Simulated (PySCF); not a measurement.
PySCF job for C₂H₇N, SMILES CCN, B3LYP-D3(BJ)/def2-TZVP. Geometry: B3LYP-D3(BJ)/def2-TZVP. One conformer was computed; it need not be the lowest.

```python
import numpy as np
from pyscf import gto, scf, dft, df
from pyscf.hessian import thermo

mol = gto.M(
    atom='''
    C     1.18193811    0.45460342    0.01679613
    C     0.05012703   -0.55411307   -0.10322903
    N    -1.24714802    0.11863381   -0.00157959
    H     2.15282438   -0.03239608   -0.09164732
    H     1.08871533    1.22632909   -0.74856917
    H     1.16412528    0.94543881    0.99379753
    H     0.19110040   -1.34706117    0.64661332
    H     0.09540269   -1.03740658   -1.08263368
    H    -2.00742321   -0.54437789   -0.09595249
    H    -1.34709956    0.55609510    0.90804630
    ''',
    basis='def2-TZVP',
    charge=0,
    spin=0,
    max_memory=1600,
    verbose=3,
)
mf = dft.RKS(mol, xc='b3lyp').density_fit(auxbasis='def2-universal-jkfit')
mf.disp = 'd3bj'
mf.grids.level = 3
mf.conv_tol = 1e-11
mf.max_cycle = 100
mf.kernel()

# analytic Hessian; the response equations are solved on a coarser grid
h, args, fine = mf.Hessian(), (mf.mo_energy, mf.mo_coeff, mf.mo_occ), mf.grids
h.max_memory = max(150, 2.5e-5 * df.make_auxmol(mol, mf.with_df.auxbasis).nao * mol.nelec[0] * (mol.nelec[0] + mol.nao))  # MB; small integral blocks
h1ao = h.make_h1(mf.mo_coeff, mf.mo_occ)
mf.grids = dft.Grids(mol).set(level=1).build(with_non0tab=True)
mo1, mo_e1 = h.solve_mo1(*args, h1ao)
mf.grids = fine
hess = h.hess_elec(*args, mo1, mo_e1, h1ao) + h.hess_nuc()
if mf.do_disp():
    hess += h.get_dispersion()
for i in range(mol.natm):  # the analytic DFT Hessian lacks the response of the grid: restore translational invariance
    hess[i, i] -= hess[i].sum(axis=0)
hess = (hess + hess.transpose(1, 0, 3, 2)) / 2
vib = thermo.harmonic_analysis(mol, hess, imaginary_freq=False)
thermo.dump_normal_mode(mol, vib)
th = thermo.thermo(mf, vib['freq_au'][vib['freq_au'] > 0], 298.15, 101325)
thermo.dump_thermo(mol, th)
g0 = mf.nuc_grad_method().set(verbose=0).kernel()

# dipole derivatives [dipole axis, atom, xyz] from the same response
r, irp = mol.intor('int1e_r'), mol.intor('int1e_irp').reshape(3, 3, mol.nao, mol.nao)
sl, dm0, ok = mol.aoslice_by_atom(), np.array(mf.make_rdm1()), []
dmu = np.einsum('a,xt->xat', mol.atom_charges(), np.eye(3))
for a, (_, _, p0, p1) in enumerate(sl):
    dmu[:, a] += 2 * np.einsum('xtij,ij->xt', irp[:, :, :, p0:p1], dm0.reshape(-1, mol.nao, mol.nao).sum(0)[:, p0:p1])
    for u, c, occ, f in [(mo1, mf.mo_coeff, mf.mo_occ, 4)]:
        dmu[:, a] -= f * np.einsum('tui,xuv,vi->xt', u[a], r, c[:, occ > 0], optimize=True)
L = vib['norm_mode']
ir = 974.8801 * (np.einsum('xat,kat->kx', dmu, L) ** 2).sum(1)       # km/mol
apt = np.einsum('xax->a', dmu) / 3
print('mode   freq/cm-1   IR/(km/mol)')
for k, w in enumerate(vib['freq_wavenumber']):
    print(f'{k + 1:4d} {w:11.2f} {ir[k]:13.3f}')
print('max |gradient| / (hartree/bohr):', abs(g0).max())
print('APT charges:', apt.round(4))
```

It prints:

```
converged SCF energy = -135.241413818746

WARN: DFTD3 does not support analytical Hessian, using finite difference


WARN: Mole.unit (angstrom) is changed to Bohr

Mode                                 0                   1                   2
Irrep
Freq [cm^-1]                      236.5181            272.8529            416.3742
Reduced mass [au]                   1.0650              1.1238              2.3058
Force const [Dyne/A]                0.0351              0.0493              0.2355
Char temp [K]                     340.2969            392.5746            599.0697
Normal mode                   x     y     z       x     y     z       x     y     z
       0   C                 0.02 -0.00 -0.03   -0.03  0.00  0.02   -0.12  0.01 -0.00
       1   C                -0.00  0.02  0.00    0.00 -0.01 -0.08    0.01 -0.11 -0.00
       2   N                -0.00  0.01  0.05    0.01 -0.01  0.03    0.12  0.07  0.01
       3   H                 0.02 -0.08  0.30    0.01 -0.03  0.46   -0.00  0.25 -0.00
       4   H                 0.22 -0.19 -0.24    0.24 -0.16 -0.18   -0.33  0.00  0.02
       5   H                -0.16  0.25 -0.16   -0.35  0.22 -0.09   -0.25  0.00  0.00
       6   H                 0.01 -0.00 -0.02    0.02 -0.07 -0.15   -0.01 -0.10  0.02
       7   H                -0.04  0.03 -0.01   -0.00  0.08 -0.13   -0.01 -0.12  0.00
       8   H                 0.00  0.09 -0.49   -0.01 -0.05  0.42   -0.03  0.27 -0.16
       9   H                -0.22 -0.46  0.26    0.25  0.25 -0.07    0.16 -0.04  0.06
Mode                                 3                   4                   5
Irrep
Freq [cm^-1]                      803.6995            847.2370            902.0762
Reduced mass [au]                   1.1070              1.3011              2.1078
Force const [Dyne/A]                0.4213              0.5503              1.0105
Char temp [K]                    1156.3446           1218.9854           1297.8868
Normal mode                   x     y     z       x     y     z       x     y     z
       0   C                -0.00  0.00  0.03    0.02 -0.02  0.03    0.14  0.05 -0.00
       1   C                -0.01  0.00  0.06    0.04 -0.03  0.02   -0.00 -0.11 -0.02
       2   N                 0.03 -0.05  0.01   -0.06  0.08 -0.05   -0.10  0.01  0.02
       3   H                -0.04 -0.04 -0.14    0.09  0.16 -0.11    0.30  0.36  0.07
       4   H                -0.17 -0.21 -0.17   -0.27 -0.20 -0.12   -0.03  0.09  0.05
       5   H                 0.23  0.26 -0.10    0.10  0.22 -0.09   -0.09  0.04  0.00
       6   H                -0.03 -0.33 -0.28   -0.22 -0.16 -0.08   -0.04 -0.11 -0.02
       7   H                 0.07  0.43 -0.15    0.14  0.14 -0.06   -0.12 -0.12 -0.02
       8   H                -0.10  0.15 -0.20    0.18 -0.28  0.32   -0.24  0.19 -0.08
       9   H                -0.15  0.33 -0.20    0.10 -0.36  0.20   -0.09  0.16 -0.06
Mode                                 6                   7                   8
Irrep
Freq [cm^-1]                     1006.5128           1096.8742           1151.9608
Reduced mass [au]                   1.3209              2.4654              1.6114
Force const [Dyne/A]                0.7884              1.7476              1.2599
Char temp [K]                    1448.1478           1578.1577           1657.4151
Normal mode                   x     y     z       x     y     z       x     y     z
       0   C                 0.00  0.10  0.04   -0.07 -0.03 -0.01   -0.02  0.08 -0.05
       1   C                -0.06 -0.06 -0.03    0.17 -0.03 -0.00   -0.01 -0.10  0.09
       2   N                -0.00 -0.02 -0.02   -0.11  0.05  0.01    0.01  0.05 -0.04
       3   H                -0.17 -0.23 -0.10   -0.13 -0.16 -0.01   -0.12 -0.17  0.11
       4   H                 0.20  0.01 -0.07    0.03 -0.05 -0.03    0.34  0.22  0.05
       5   H                 0.37  0.18  0.01    0.00 -0.09  0.02    0.06 -0.15  0.07
       6   H                -0.08  0.02  0.07    0.34  0.01 -0.00    0.19 -0.31 -0.16
       7   H                 0.25 -0.13  0.02    0.31  0.02 -0.02   -0.27  0.17 -0.06
       8   H                -0.27  0.27  0.05   -0.21  0.17 -0.03    0.14 -0.15  0.10
       9   H                 0.38 -0.19  0.11   -0.06  0.08  0.01   -0.13 -0.07  0.02
Mode                                 9                  10                  11
Irrep
Freq [cm^-1]                     1265.4521           1327.4573           1404.8296
Reduced mass [au]                   1.4407              1.1564              1.2295
Force const [Dyne/A]                1.3593              1.2006              1.4296
Char temp [K]                    1820.7039           1909.9155           2021.2370
Normal mode                   x     y     z       x     y     z       x     y     z
       0   C                 0.02 -0.04 -0.09   -0.02  0.04 -0.04   -0.07 -0.08 -0.00
       1   C                -0.03  0.05  0.10    0.04 -0.04 -0.03   -0.06 -0.02 -0.01
       2   N                -0.01 -0.04 -0.03    0.00  0.01  0.06    0.01  0.02  0.01
       3   H                 0.11  0.08  0.17   -0.06 -0.06  0.04    0.21  0.44  0.00
       4   H                -0.01  0.18  0.13    0.17  0.10 -0.00    0.38  0.17  0.17
       5   H                -0.25 -0.21  0.00    0.01 -0.13  0.04    0.31  0.24 -0.14
       6   H                -0.10 -0.10 -0.05   -0.69 -0.08  0.05    0.24  0.06  0.02
       7   H                 0.37  0.32 -0.01    0.41 -0.05 -0.01    0.30  0.02 -0.01
       8   H                -0.22  0.19  0.05    0.16 -0.14 -0.08    0.10 -0.08 -0.02
       9   H                 0.30 -0.16  0.06   -0.23  0.17 -0.05   -0.08  0.04 -0.01
Mode                                12                  13                  14
Irrep
Freq [cm^-1]                     1427.5298           1490.1367           1498.3590
Reduced mass [au]                   1.4129              1.0409              1.0397
Force const [Dyne/A]                1.6964              1.3617              1.3753
Char temp [K]                    2053.8976           2143.9749           2155.8051
Normal mode                   x     y     z       x     y     z       x     y     z
       0   C                -0.07 -0.03 -0.00   -0.00 -0.00 -0.05   -0.03  0.04  0.00
       1   C                 0.12  0.05  0.02   -0.00  0.00 -0.02   -0.02 -0.02 -0.01
       2   N                -0.02 -0.04 -0.02   -0.00  0.00  0.01    0.00 -0.00 -0.00
       3   H                 0.07  0.22  0.05    0.01 -0.13  0.67    0.14  0.29  0.15
       4   H                 0.25  0.05  0.04   -0.46  0.12  0.15    0.07 -0.38 -0.41
       5   H                 0.25  0.06 -0.04    0.48  0.02 -0.03    0.25 -0.50  0.27
       6   H                -0.38 -0.09 -0.04    0.03 -0.00 -0.03    0.05  0.19  0.18
       7   H                -0.49 -0.03  0.04    0.00 -0.09  0.02    0.00  0.22 -0.11
       8   H                -0.17  0.14 -0.01    0.04 -0.04 -0.03    0.01 -0.01 -0.01
       9   H                 0.20 -0.05  0.01    0.01  0.03 -0.01    0.02 -0.01  0.00
Mode                                15                  16                  17
Irrep
Freq [cm^-1]                     1522.6478           1658.9499           2943.3451
Reduced mass [au]                   1.0910              1.0896              1.0747
Force const [Dyne/A]                1.4902              1.7668              5.4858
Char temp [K]                    2190.7511           2386.8596           4234.8183
Normal mode                   x     y     z       x     y     z       x     y     z
       0   C                 0.01 -0.02 -0.00    0.00  0.00  0.00   -0.00  0.00 -0.00
       1   C                 0.02 -0.08 -0.02   -0.00 -0.02  0.02    0.01 -0.06  0.05
       2   N                 0.00 -0.01 -0.00   -0.07  0.01  0.02    0.00 -0.00 -0.00
       3   H                -0.05 -0.12  0.00   -0.02 -0.03 -0.04    0.03 -0.02 -0.01
       4   H                -0.05  0.15  0.17    0.01  0.01  0.00    0.00 -0.03  0.03
       5   H                -0.03  0.19 -0.10   -0.04  0.01  0.00   -0.00  0.02  0.03
       6   H                -0.10  0.41  0.47    0.04 -0.02  0.01   -0.10  0.67 -0.67
       7   H                -0.16  0.53 -0.30   -0.03  0.04 -0.01   -0.01  0.02  0.10
       8   H                -0.02  0.01  0.01    0.31 -0.30 -0.51   -0.00 -0.01 -0.01
       9   H                -0.03 -0.00 -0.01    0.64  0.22 -0.03    0.00  0.01  0.00
Mode                                18                  19                  20
Irrep
Freq [cm^-1]                     3025.8799           3041.8505           3085.8381
Reduced mass [au]                   1.0400              1.0834              1.0988
Force const [Dyne/A]                5.6105              5.9062              6.1650
Char temp [K]                    4353.5675           4376.5457           4439.8340
Normal mode                   x     y     z       x     y     z       x     y     z
       0   C                -0.03 -0.03 -0.02    0.01  0.00 -0.02    0.04 -0.02 -0.07
       1   C                 0.00  0.01  0.01   -0.00  0.03  0.07    0.00 -0.01 -0.02
       2   N                -0.00 -0.00 -0.00   -0.00 -0.00 -0.00   -0.00  0.00  0.00
       3   H                 0.40 -0.21 -0.05   -0.20  0.11  0.02   -0.53  0.27  0.05
       4   H                -0.04  0.30 -0.31    0.02 -0.16  0.15    0.04 -0.25  0.23
       5   H                -0.02  0.32  0.65    0.00  0.01  0.02   -0.01  0.27  0.55
       6   H                -0.00 -0.00  0.01   -0.01  0.06 -0.04    0.00 -0.03  0.02
       7   H                 0.01 -0.08 -0.17    0.03 -0.39 -0.81   -0.01  0.10  0.22
       8   H                -0.00  0.00  0.00   -0.00  0.00 -0.00    0.00  0.00  0.00
       9   H                -0.00  0.00  0.01    0.00  0.01  0.02   -0.00 -0.00 -0.01
Mode                                21                  22                  23
Irrep
Freq [cm^-1]                     3104.3621           3478.8173           3556.4766
Reduced mass [au]                   1.1025              1.0493              1.0929
Force const [Dyne/A]                6.2600              7.4817              8.1444
Char temp [K]                    4466.4859           5005.2435           5116.9779
Normal mode                   x     y     z       x     y     z       x     y     z
       0   C                -0.05  0.06 -0.05    0.00 -0.00  0.00   -0.00 -0.00 -0.00
       1   C                -0.00  0.00 -0.01   -0.00  0.00 -0.00    0.00  0.00  0.00
       2   N                 0.00 -0.00  0.00    0.04  0.00 -0.04    0.04  0.05  0.04
       3   H                 0.50 -0.25 -0.07   -0.00  0.00  0.00   -0.00  0.00 -0.00
       4   H                 0.06 -0.53  0.54   -0.00 -0.00  0.00   -0.00 -0.00  0.00
       5   H                -0.01  0.06  0.09    0.00  0.00 -0.00   -0.00 -0.00  0.00
       6   H                 0.01 -0.05  0.05   -0.00 -0.01  0.01   -0.00 -0.00  0.00
       7   H                -0.00  0.02  0.04    0.00  0.01  0.01    0.00 -0.01 -0.01
       8   H                 0.00 -0.00  0.00   -0.46 -0.40 -0.10   -0.56 -0.48 -0.07
       9   H                -0.00  0.00 -0.00   -0.06  0.36  0.66    0.06 -0.26 -0.54
temperature 298.1500 [K]
pressure 101325.00 [Pa]
Rotational constants [GHz] 32.77235 8.94494 7.84449
Symmetry number 1
Zero-point energy (ZPE) 0.09242 [Eh]   242638.787 [J/mol]
                           tot       elec      trans        rot        vib
Entropy [J/mol/K]       271.823      0.000    156.245     93.983     21.595
Cv [J/mol/K]             59.750      0.000     12.472     12.472     34.806
Cp [J/mol/K]             68.064      0.000     20.786     12.472     34.806
Internal energy [J/mol]                      3718.434   3718.434 246804.845
Internal energy [Eh]   -135.14458  -135.24141
Enthalpy [J/mol]                             6197.391   3718.434 246804.845
Enthalpy [Eh]          -135.14363
Gibbs free energy [J/mol]                  -40387.018 -24302.659 240366.374
Gibbs free energy [Eh] -135.17450
mode   freq/cm-1   IR/(km/mol)
   1      236.52        27.668
   2      272.85        13.224
   3      416.37         9.585
   4      803.70        52.875
   5      847.24        92.262
   6      902.08         4.793
   7     1006.51         0.604
   8     1096.87        13.958
   9     1151.96        11.038
  10     1265.45         0.866
  11     1327.46         5.427
  12     1404.83         1.778
  13     1427.53        17.558
  14     1490.14         5.881
  15     1498.36         3.116
  16     1522.65         1.184
  17     1658.95        31.040
  18     2943.35        91.320
  19     3025.88        17.679
  20     3041.85        28.120
  21     3085.84        48.480
  22     3104.36        30.696
  23     3478.82         0.545
  24     3556.48         0.202
max |gradient| / (hartree/bohr): 4.959803350009599e-05
APT charges: [ 0.0557  0.3879 -0.4675 -0.0201 -0.0127 -0.031  -0.1127 -0.05    0.1259
  0.1244]
```

The run converged.

Cost: about 3 core-minutes (a rough figure).
